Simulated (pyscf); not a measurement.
**Routes from SH• (SMILES [SH]) + H₂O (SMILES O)**

Candidate steps break at most two bonds and form at most two. Each was searched with GFN2-xTB (tblite) first. Structures and frequencies: ωB97X-D3(BJ)/def2-SVP in PySCF. Energies: ωB97M-D3(BJ)/def2-TZVP, kcal/mol, from the separated reactants, doublet surface; ΔG‡ with ideal gas, 1 atm, RRHO with modes under 100 cm⁻¹ raised to 100, one conformer, R ln 2 for chiral ones without a mode under 150 cm⁻¹.

| products | type | ΔE‡ | ΔE | ΔG‡ 298 K | ΔG‡ 900 K | ν‡ (cm⁻¹) |
|---|---|---|---|---|---|---|
| HO–SH + H• | substitution at O | 59.0 | +48.4 | 62.9 | 78.2 | 1429i |
| HO–S• + H₂ | concerted two-bond exchange | 71.8 | +21.9 | 76.3 | 93.5 | 1770i |

Plain bond fissions and candidates not yet searched are not listed, and one of them may be faster. Each barrier is that of the saddle found; lower ones may exist. Left out: orbital degeneracy and the spin-orbit lowering of SH.
